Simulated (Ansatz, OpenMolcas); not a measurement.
**BN (boron nitride): the energy, rung by rung**

BN has 2 atoms, charge 0, and is taken as a triplet. As SMILES, `B#N`. The shape is that of a GFN2-xTB optimisation.

```xyz
2

B     0.0000    0.0000    0.0000
N     0.0000    0.0000    1.2684
```

Quantity: the energy change with the B1–N2 bond stretched from 1.268 to 2.631 Å, in eV. The values are calculated.

```tsv
level	kind	program	value (eV)
UHF/6-31G	Hartree–Fock	Ansatz	1.38
USVWN5/6-31G	LDA	Ansatz	4.10
U-r2SCAN/6-31G	meta-GGA	Ansatz	3.55
UB3LYP/6-31G	global hybrid	Ansatz	3.44
UHSE06/6-31G	range-separated hybrid	Ansatz	3.49
UB2PLYP/6-31G	double hybrid	Ansatz	3.39
UMP2/6-31G	perturbation theory	Ansatz	3.14
UCCSDT/6-31G	coupled cluster or CI	Ansatz	2.72
FCI/STO-3G	exact in the basis	OpenMolcas	3.52
```

The first shape isn't each level's own minimum. The values span 1.38 to 4.10 eV. Spin contamination of the reference (⟨S²⟩ at least 0.1 too high) touches UHF/6-31G, USVWN5/6-31G, U-r2SCAN/6-31G, UB3LYP/6-31G, UHSE06/6-31G, UB2PLYP/6-31G, UMP2/6-31G, UCCSDT/6-31G. The coupled-cluster rows rest on a doubtful reference here (large T1 or Brueckner and Hartree–Fock orbitals at odds), and rows may lie in different states. All rows use very small basis sets, so none should be taken for the real molecule's value.
